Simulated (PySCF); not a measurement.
**C3H5FS: a look at the electrons**

Aim: take C3H5FS and localise its valence orbitals and see where an electron leaves and enters.

The runs use PySCF 2.14.0; levels as typed in each script, gas phase, geometry from GFN2-xTB.

1 further run of the same task is left out (it didn't finish).

## (1) The system as given

SMILES `CS/C=C\F`, 10 atoms, charge 0, spin multiplicity 1.

Bond lengths: C1–S2 1.819 Å, C1–H6 1.087 Å, C1–H7 1.085 Å, C1–H8 1.085 Å, S2–C3 1.751 Å, C3–C4 1.326 Å, C3–H9 1.076 Å, C4–F5 1.343 Å, C4–H10 1.080 Å. Angles: S2–C1–H6 109.7°, S2–C1–H7 106.5°, S2–C1–H8 109.8°, H6–C1–H7 109.9°, H6–C1–H8 111.0°, H7–C1–H8 109.9°, C1–S2–C3 99.1°, S2–C3–C4 125.0°, S2–C3–H9 115.6°, C4–C3–H9 119.4°, C3–C4–F5 123.0°, C3–C4–H10 124.7°, F5–C4–H10 112.3°.

As a file:

```xyz
10
C3H5FS
C     2.3546   -0.3083   -0.0006
S     0.7859    0.6122    0.0006
C    -0.3284   -0.7391    0.0004
C    -1.6499   -0.6359    0.0002
F    -2.2907    0.5443   -0.0007
H     2.4213   -0.9189   -0.8972
H     3.1466    0.4333    0.0000
H     2.4222   -0.9209    0.8924
H     0.1254   -1.7150    0.0015
H    -2.3315   -1.4729    0.0004
```

## (2) Localised orbitals (PBE0/6-311g**)

Input file input.py:

```python
import numpy as np
from pyscf import gto, scf, dft, lo
from pyscf.data.elements import chemcore

def solve(mol, dm0=None, hcore=None):
    mf = (dft.UKS if mol.spin else dft.RKS)(mol, xc='pbe0')
    mf.grids.level = 3
    mf = mf.density_fit(auxbasis='def2-universal-jkfit')
    mf.conv_tol, mf.max_cycle = 1e-8, 80
    if hcore is not None:
        mf.get_hcore = lambda *args: hcore
    mf.kernel(dm0)
    if not mf.converged:
        mf = mf.newton().run(mf.mo_coeff, mf.mo_occ, max_cycle=30)
    assert mf.converged, 'SCF not converged'
    return mf

mol = gto.M(atom='''
C      2.35460    -0.30828    -0.00055
S      0.78592     0.61221     0.00057
C     -0.32837    -0.73912     0.00043
C     -1.64990    -0.63586     0.00016
F     -2.29073     0.54428    -0.00071
H      2.42126    -0.91887    -0.89725
H      3.14661     0.43330    -0.00002
H      2.42221    -0.92092     0.89245
H      0.12536    -1.71497     0.00149
H     -2.33154    -1.47295     0.00039
''', basis='6-311g**', charge=0, spin=0, verbose=4)
mf = solve(mol)
occ_all = mf.mo_coeff[:, mf.mo_occ > 0]
occ = occ_all[:, chemcore(mol):]
loc = lo.ibo.ibo(mol, occ, iaos=lo.iao.iao(mol, occ_all))
fock, s = mf.get_fock(), mf.get_ovlp()
ortho = lo.orth_ao(mol, 'meta_lowdin')
ortho = lo.vec_lowdin(lo.iao.iao(mol, occ_all), s)
labels = lo.iao.reference_mol(mol).ao_labels(fmt=None)
vir = lo.vvo.livvo(mol, occ_all, mf.mo_coeff[:, mf.mo_occ == 0])
both = np.hstack([loc, vir])
p = (ortho.T @ s @ both) ** 2
pop = np.array([p[[l[0] == a for l in labels]].sum(0) for a in range(mol.natm)])
spd = np.array([[p[[l[0] == a and l[2][-1] == k for l in labels]].sum(0) for k in 'spd'] for a in range(mol.natm)])
eps = np.einsum('pi,pq,qi->i', both, fock, both)
for i in np.argsort(eps):
    top = np.argsort(-pop[:, i])[:3]
    print('%3d %s %9.4f Eh ' % (i + 1, 'occ' if i < loc.shape[1] else 'vir', eps[i]), '  '.join('%s%d %.3f' % (mol.atom_symbol(a), a + 1, pop[a, i]) for a in top))
np.savez('result.npz', c=both, nocc=loc.shape[1], pop=pop, spd=spd, eps=eps, e=mf.e_tot)
```

Started as:

```sh
$ OMP_NUM_THREADS=1 python input.py
```

## (4) Removing and adding an electron (TPSS/def2-svpd)

Input file input.py:

```python
import numpy as np
from pyscf import gto, scf, dft
from pyscf.scf import atom_ks, atom_hf
from scipy.linalg import block_diag

def solve(mol, dm0=None, hcore=None):
    mf = (dft.UKS if mol.spin else dft.RKS)(mol, xc='tpss')
    mf.grids.level = 3
    mf = mf.density_fit(auxbasis='def2-universal-jkfit')
    mf.conv_tol, mf.max_cycle = 1e-8, 80
    if hcore is not None:
        mf.get_hcore = lambda *args: hcore
    mf.kernel(dm0)
    if not mf.converged:
        mf = mf.newton().run(mf.mo_coeff, mf.mo_occ, max_cycle=30)
    assert mf.converged, 'SCF not converged'
    return mf

mol = gto.M(atom='''
C      2.35460    -0.30828    -0.00055
S      0.78592     0.61221     0.00057
C     -0.32837    -0.73912     0.00043
C     -1.64990    -0.63586     0.00016
F     -2.29073     0.54428    -0.00071
H      2.42126    -0.91887    -0.89725
H      3.14661     0.43330    -0.00002
H      2.42221    -0.92092     0.89245
H      0.12536    -1.71497     0.00149
H     -2.33154    -1.47295     0.00039
''', basis='def2-svpd', charge=0, spin=0, verbose=4)
mf = solve(mol)
out = dict(e0=mf.e_tot, dm0=mf.make_rdm1(), c=mf.mo_coeff, occ=mf.mo_occ, eps=mf.mo_energy)
for name, dq, spin in [('cation', 1, 1), ('anion', -1, 1)]:
    ion = mol.copy().set(charge=mol.charge + dq, spin=spin).build()
    mi = solve(ion)
    if spin and dq > 0 and mol.nao < 130:
        c, _, stable, _ = mi.stability(return_status=True)
        if not stable:
            mi = solve(ion, mi.make_rdm1(c, mi.mo_occ))
    print(name, 'vertical energy change / eV', (mi.e_tot - mf.e_tot) * 27.211386)
    out.update({'e_' + name: mi.e_tot, 'dm_' + name: mi.make_rdm1(), 's2_' + name: mi.spin_square()[0], 'eps_' + name: mi.mo_energy, 'occ_' + name: mi.mo_occ})
# spherically averaged free atoms, for the promolecule
atm = atom_ks.get_atm_nrks(mol, xc='tpss')
pro = block_diag(*[(atm[a[0]][2] * atm[a[0]][3]) @ atm[a[0]][2].T for a in mol._atom])
np.savez('result.npz', pro=pro, **out)
```

(Steps that only read results are left out.)

Before running it: what results should come out? Wanted: vertical ionisation energy.

The runs gave:

| quantity | value |
| --- | --- |
| localised occupied orbitals above −45 eV (PBE0/6-311g**) | 15 |
| vertical ionisation energy (TPSS/def2-svpd) | 8.15 eV |

The ionisation energy from two SCF runs, 8.15 eV, lies 3.0 eV above −ε(HOMO) = 5.16 eV of the same level, TPSS/def2-svpd, since self-interaction lifts this functional's HOMO. The geometry was not optimised at these levels.
